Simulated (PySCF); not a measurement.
Molecule: dimethylsilane (C[SiH2]C, C$_{2}$H$_{8}$Si).

Geometry:
```csv
atom,x (Å),y (Å),z (Å)
C1,1.490,0.548,-0.209
Si2,0.122,-0.735,0.045
C3,-1.566,0.088,0.161
H4,2.219,0.528,0.615
H5,1.067,1.564,-0.259
H6,2.038,0.367,-1.145
H7,0.372,-1.516,1.299
H8,0.121,-1.715,-1.088
H9,-2.364,-0.653,0.325
H10,-1.590,0.803,0.999
H11,-1.800,0.640,-0.763
```

Geometry PBE0-D3(BJ)/def2-SVP throughout; GIAO in PySCF 2.14, gas phase, one conformer, non-relativistic; equivalent atoms averaged; functional PBE0.

**Question.** How do the absolute shieldings σ depend on the basis set? (ppm; last column core-seconds on shared hosts with different chips, so compare them loosely)

**Answer.** 
| basis set | functions | C1/C3 | Si2 | H7/H8 | H4/H5/H6/H9/H10/H11 | core-s |
| --- | --- | --- | --- | --- | --- | --- |
| STO-3G | 27 | 236.1 | 555.6 | 30.79 | 32.59 | 1.5 |
| 6-31G | 47 | 205.1 | 477.0 | 28.81 | 32.43 | 2.7 |
| pcSseg-0 | 47 | 201.3 | 416.4 | 28.57 | 32.74 | 2.2 |
| 6-31G* | 62 | 199.7 | 444.6 | 27.57 | 31.86 | 3.3 |
| def2-SVP | 86 | 200.1 | 450.6 | 27.19 | 31.25 | 3.9 |
| cc-pVDZ | 86 | 202.8 | 457.7 | 27.20 | 31.14 | 4.1 |
| pcSseg-1 | 98 | 191.4 | 393.5 | 27.16 | 31.09 | 4.5 |
| 6-311+G(2d,p) | 137 | 193.1 | 385.9 | 27.10 | 31.36 | 8.1 |
| aug-cc-pVDZ | 145 | 202.1 | 458.4 | 27.12 | 31.19 | 8.3 |
| def2-TZVP | 147 | 193.7 | 373.7 | 27.04 | 31.35 | 9.2 |
| IGLO-III | 194 | 190.8 | 388.1 | 27.06 | 31.22 | 12 |
| cc-pVTZ | 206 | 194.2 | 399.7 | 27.09 | 31.14 | 13 |
| pcSseg-2 | 227 | 191.2 | 383.4 | 27.08 | 31.09 | 11 |

**Question.** Which nucleus moves most, in ppm?

**Answer.** Si2 (silicon bonded to 2 C, 2 H): from 373.7 ppm with def2-TZVP to 555.6 ppm with STO-3G. The smallest spread is 1.65 ppm, at H4/H5/H6/H9/H10/H11. Proton shifts span only some 12 ppm, so a few tenths of a ppm matter as much there as several ppm in carbon.

**Question.** Taking the largest basis, pcSseg-2 (227 functions), as the yardstick, rank the others by their worst heavy-atom deviation.

**Answer.** 6-311+G(2d,p) 2.6 ppm (137 functions), IGLO-III 4.7 ppm (194 functions), def2-TZVP 9.7 ppm (147 functions), pcSseg-1 10.1 ppm (98 functions), cc-pVTZ 16.4 ppm (206 functions), pcSseg-0 33.0 ppm (47 functions), 6-31G* 61.3 ppm (62 functions), def2-SVP 67.2 ppm (86 functions), cc-pVDZ 74.4 ppm (86 functions), aug-cc-pVDZ 75.1 ppm (145 functions), 6-31G 93.6 ppm (47 functions), STO-3G 172.3 ppm (27 functions).

A small basis that lands close on one nucleus may do so by chance; judge by the trend and by all nuclei.
